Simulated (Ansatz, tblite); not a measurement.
Adding an electron: Li3⁺. The state is a singlet with charge 1. Geometry: r2SCAN/def2-TZVP. Ansatz, gas phase; energy differences of separate SCF runs; the reduced species was run as a doublet alone.

| atom | x (Å) | y (Å) | z (Å) |
| --- | --- | --- | --- |
| Li1 | 1.583 | 0.280 | -0.720 |
| Li2 | -0.539 | -1.644 | 0.330 |
| Li3 | -1.044 | 1.364 | 0.390 |

The xTB rows come from tblite. The structure comes from a short search, and lower isomers may exist.

```csv
level,−HOMO (eV),−LUMO (eV),vertical EA (eV),HOMO–LUMO gap (eV)
GFN1-xTB,14.91,13.29,11.05,1.63
GFN2-xTB,12.22,10.01,7.34,2.22
PBE0/def2-TZVP,8.62,5.27,4.16,3.35
```

Task: Estimate the rows for PBE/def2-TZVP, r2SCAN/def2-TZVP.

Result: 
```tsv
level	−HOMO (eV)	−LUMO (eV)	vertical EA (eV)	HOMO–LUMO gap (eV)	remarks
PBE/def2-TZVP	7.99	5.83	4.21	2.16	–
r2SCAN/def2-TZVP	7.94	5.37	4.15	2.57	spin-contaminated (⟨S²⟩ 0.93) (doublet)
```

  Raw xTB energy differences between charge states are shifted by several eV; the methods need an empirical correction for them.
